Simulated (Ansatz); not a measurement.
Reaction (SMILES): P (PH3) → [PH2-] + H+
B3LYP-D3(BJ)/def2-TZVP geometries, fixed; electronic energies without zero-point terms.

The deprotonation energy at MP2 with Ansatz (a first-principles code), in kcal/mol, split into its Hartree-Fock and correlation parts. Cores are frozen. No added dispersion term, no relativity. Functions are those of the species that has most.

```
basis            X  functions  Hartree-Fock     MP2
---------------  -  ---------  ------------  ------
aug-cc-pV(D+d)Z  2         59        374.84  369.90
aug-cc-pV(T+d)Z  3        124        376.17  370.82
aug-cc-pV(Q+d)Z  4        227        376.42  370.80
```

Worked estimate of the basis-set limit from each neighbouring pair, with Hartree-Fock from the larger set and the correlation part extrapolated as X^-3.
Correlation parts: X = 2: -4.94, X = 3: -5.35, X = 4: -5.62.
- (2,3): (27·(-5.35) - 8·(-4.94))/19 = -5.52; with Hartree-Fock 376.17 the estimate is 370.65 kcal/mol.
- (3,4): (64·(-5.62) - 27·(-5.35))/37 = -5.82; with Hartree-Fock 376.42 the estimate is 370.60 kcal/mol.
The last two estimates differ by 0.04 kcal/mol; the largest set lies 0.20 from the last. Over the last step Hartree-Fock moves by 0.25 and the correlation part by -0.27.
